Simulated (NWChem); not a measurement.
Everything below was run with NWChem. System: silicon monoxide (OSi), charge 0, spin multiplicity 1, at a geometry optimised with PBE0/def2-SVP. Level: evGW@PBE/def2-TZVP, RI basis def2-tzvp-rifit, 6 cycles.

Job file:

```
start mol
memory heap 200 mb stack 700 mb global 1700 mb
geometry units angstroms nocenter noautoz
  Si     0.000000     0.000000     0.553938
  O      0.000000     0.000000    -0.969391
  symmetry group C2v
end
basis spherical
  * library def2-tzvp
end
basis "ri basis" bse spherical
  * library def2-tzvp-rifit
end
dft
  xc xpbe96 cpbe96
  iterations 100
  direct
  tolerances tight
end
task dft energy
gw
  evgw 6
  states alpha occ -1 vir -1
end
task dft gw
```

NWChem printed:

```
             Northwest Computational Chemistry Package (NWChem) 7.3.0
             --------------------------------------------------------

                                NWChem Input Module
                                -------------------

 Scaling coordinates for geometry "geometry" by  1.889725989
 (inverse scale =  0.529177249)

 Turning off AUTOSYM since
 SYMMETRY directive was detected!

                             Geometry "geometry" -> ""
                             -------------------------

 Output coordinates in angstroms (scale by  1.889725989 to convert to a.u.)

  No.       Tag          Charge          X              Y              Z
 ---- ---------------- ---------- -------------- -------------- --------------
    1 Si                  14.0000     0.00000000     0.00000000     0.55393800
    2 O                    8.0000     0.00000000     0.00000000    -0.96939100

 Effective nuclear repulsion energy (a.u.)      38.9067968167

            Nuclear Dipole moment (a.u.)
            ----------------------------
        X                 Y               Z
 ---------------- ---------------- ----------------
     0.0000000000     0.0000000000     0.0000075589

      Symmetry information
      --------------------

 Group name             C2v
 Group number             16
 Group order               4
 No. of unique centers     2

      Symmetry unique atoms

     1    2


 Summary of "ao basis" -> "" (spherical)
 ------------------------------------------------------------------------------
       Tag                 Description            Shells   Functions and Types
 ---------------- ------------------------------  ------  ---------------------
 *                         def2-tzvp                  on all atoms

 new library libraries.bse/

 Summary of "ri basis" -> "" (spherical)
 ------------------------------------------------------------------------------
       Tag                 Description            Shells   Functions and Types
 ---------------- ------------------------------  ------  ---------------------
 *                      def2-tzvp-rifit               on all atoms

  pbe96 is a nonlocal functional; adding pw91lda local functional.

                                 NWChem DFT Module
                                 -----------------

 Summary of "ao basis" -> "ao basis" (spherical)
 ------------------------------------------------------------------------------
       Tag                 Description            Shells   Functions and Types
 ---------------- ------------------------------  ------  ---------------------
 Si                        def2-tzvp                13       37   5s5p2d1f
 O                         def2-tzvp                11       31   5s3p2d1f

 Summary of "ao basis" -> "ao basis" (spherical)
 ------------------------------------------------------------------------------
       Tag                 Description            Shells   Functions and Types
 ---------------- ------------------------------  ------  ---------------------
 Si                        def2-tzvp                13       37   5s5p2d1f
 O                         def2-tzvp                11       31   5s3p2d1f

      Symmetry analysis of basis
      --------------------------

        a1         30
        a2          6
        b1         16
        b2         16

            General Information
            -------------------
          SCF calculation type: DFT
          Wavefunction type:  closed shell.
          No. of atoms     :     2
[...]
@GW         6       -109.023           0.000
@GW         7        -28.897           0.000
@GW         8        -15.123           0.000
@GW         9        -12.221           0.000
@GW        10        -12.221           0.000
@GW        11        -11.542           0.000
@GW        12          0.664           0.000
@GW        13          0.666           0.000
@GW        14          3.146           0.000
@GW        15          7.001           0.000
@GW        16          7.488           0.000
@GW        17          7.488           0.000
@GW        18          8.359           0.000
@GW        19          8.359           0.000
@GW        20          8.716           0.000
@GW        21         11.351           0.000
@GW        22         11.356           0.000
@GW        23         15.051           0.000
@GW        24         17.427           0.000
@GW        25         17.420           0.000
@GW        26         18.504           0.000
@GW        27         24.318           0.000
@GW        28         29.904           0.000
@GW        29         29.903           0.000
@GW        30         29.999           0.000
@GW        31         30.001           0.000
@GW        32         30.897           0.000
@GW        33         30.897           0.000
@GW        34         34.778           0.000
@GW        35         30.989           0.000
@GW        36         34.572           0.000
@GW        37         37.276           0.000
@GW        38         37.277           0.000
@GW        39         38.075           0.000
@GW        40         38.064           0.000
@GW        41         40.093           0.000
@GW        42         45.018           0.000
@GW        43         49.943           0.000
@GW        44         49.939           0.000
@GW        45         61.477           0.000
@GW        46         61.475           0.000
@GW        47         63.036           0.000
@GW        48         79.930           0.000
@GW        49         79.934           0.000
@GW        50         84.436           0.000
@GW        51        105.061           0.000
@GW        52        149.007           0.000
@GW        53        149.006           0.000
@GW        54        150.629           0.000
@GW        55        150.628           0.000
@GW        56        151.715           0.000
@GW        57        151.687           0.000
@GW        58        156.554           0.000
@GW        59        177.070           0.000
@GW        60        177.061           0.000
@GW        61        177.265           0.000
@GW        62        177.267           0.000
@GW        63        186.425           0.000
@GW        64        188.015           0.000
@GW        65        188.016           0.000
@GW        66        194.884           0.000
@GW        67        289.303           0.000
@GW        68       1175.720           0.000

  *** G5W5

          Computing RPA polarizability
          Solving quasiparticle equations

                  Alpha Orbitals
          State     Energy (eV)     Error (eV)
          -----------------------------------
@GW         1      -1821.937           0.000
@GW         2       -539.073           0.000
@GW         3       -158.562           0.000
@GW         4       -109.144           0.000
@GW         5       -109.144           0.000
@GW         6       -109.027           0.000
@GW         7        -28.903           0.000
@GW         8        -15.123           0.000
@GW         9        -12.221           0.000
@GW        10        -12.221           0.000
@GW        11        -11.542           0.000
@GW        12          0.664           0.000
@GW        13          0.666           0.000
@GW        14          3.146           0.000
@GW        15          7.001           0.000
@GW        16          7.488           0.000
@GW        17          7.488           0.000
@GW        18          8.359           0.000
@GW        19          8.359           0.000
@GW        20          8.716           0.000
@GW        21         11.351           0.000
@GW        22         11.357           0.000
@GW        23         15.052           0.000
@GW        24         17.427           0.000
@GW        25         17.421           0.000
@GW        26         18.507           0.000
@GW        27         24.319           0.000
@GW        28         29.909           0.000
@GW        29         29.908           0.000
@GW        30         30.003           0.000
@GW        31         30.005           0.000
@GW        32         30.903           0.000
@GW        33         30.903           0.000
@GW        34         34.785           0.000
@GW        35         30.995           0.000
@GW        36         34.577           0.000
@GW        37         37.280           0.000
@GW        38         37.281           0.000
@GW        39         38.080           0.000
@GW        40         38.069           0.000
@GW        41         40.099           0.000
@GW        42         45.030           0.000
@GW        43         49.958           0.000
@GW        44         49.955           0.000
@GW        45         61.502           0.000
@GW        46         61.499           0.000
@GW        47         63.065           0.000
@GW        48         79.981           0.000
@GW        49         79.984           0.000
@GW        50         84.463           0.000
@GW        51        105.143           0.000
@GW        52        149.030           0.000
@GW        53        149.029           0.000
@GW        54        150.656           0.000
@GW        55        150.655           0.000
@GW        56        151.754           0.000
@GW        57        151.738           0.000
@GW        58        156.688           0.000
@GW        59        177.028           0.000
@GW        60        177.014           0.000
@GW        61        177.290           0.000
@GW        62        177.292           0.000
@GW        63        186.579           0.000
@GW        64        188.154           0.000
@GW        65        188.157           0.000
@GW        66        195.027           0.000
@GW        67        289.278           0.000
@GW        68       1175.720           0.000

     GW Timing Statistics
   ------------------------
   Init.   :          0.1s
     ERIs  :          0.3s
     Distr.:          0.0s
     Vxc   :          0.1s
   Sigma_x :          0.0s
   RPA     :          0.5s
   Wmn     :          0.4s
   Sigma_c :          0.5s
   GW total:          1.9s

 Task  times  cpu:        1.9s     wall:        1.9s

 Total times  cpu:        5.6s     wall:        5.6s
```
